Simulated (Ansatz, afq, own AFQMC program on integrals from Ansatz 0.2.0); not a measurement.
PH₂, doublet in def2-TZVP, levels against CCSDT(Q)

```xyz
3

P     1.0546   -0.0346    1.0159
H     0.6494    1.2844    1.4026
H     1.9517    0.4901    0.0294
```

Basis def2-TZVP. Noble-gas cores (and the filled d shells of Ga–Kr and In–Xe) are frozen. Integrals, coupled cluster, full CI and functionals: Ansatz 0.2.0; the random walks run on the same integrals in our own AFQMC program. The CISD trial takes its coefficients from CCSD amplitudes. Released means that phaseless walkers are propagated on without the constraint, phases kept. Uncertainties: one standard error, sampling alone.

Determinant: UHF, the one that the program's search chose, which needn't be the lowest solution. The geometry is a PBE0/def2-SVP stationary point of this or a neighbouring charge and spin state.

No full CI on the walks' own integrals is used here; CCSDT(Q) serves as the reference and is uncertain by about the last step of the cluster series.

Cautions: the ph-AFQMC/HF walk drifts between its halves (2.2 errors).

```
T1 diagnostic                               : 0.0154
weight of the determinant in the CISD state : 0.912
⟨S²⟩ of the determinant                     : 0.770
size of the correlated space                : 7 electrons in 44 orbitals
```

Reference: CCSDT(Q), correlation energy -4.457 eV. The released energy is read at 1.50 1/Eh (meV from the phaseless value at times in 1/Eh: 0.6 ± 2.1 at 0.24, -0.9 ± 2.4 at 0.50, -1.8 ± 1.4 at 1.00, -1.5 ± 1.3 at 1.50).

| level | E − E(reference) (meV) | share of correlation (%) |
| --- | --- | --- |
| HF | 4456.8 | 0.00 |
| MP2 | 939.2 | 78.93 |
| CCSD | 171.1 | 96.16 |
| CCSD(T) | 29.8 | 99.33 |
| CCSDT | 4.7 | 99.89 |
| ph-AFQMC/HF | 11.1 ± 12.3 | 99.75 |
| ph-AFQMC/CISD | 0.6 ± 2.4 | 99.99 |
| released AFQMC | -0.9 ± 1.3 | 100.02 |

A walk keeps the symmetry of its determinant, which the program's search chose and which needn't be the lowest solution, so a lower state of the same spin and another symmetry isn't excluded. Released energies are given only where the last usable release times agree within the noise; a slower fall can still hide under it.
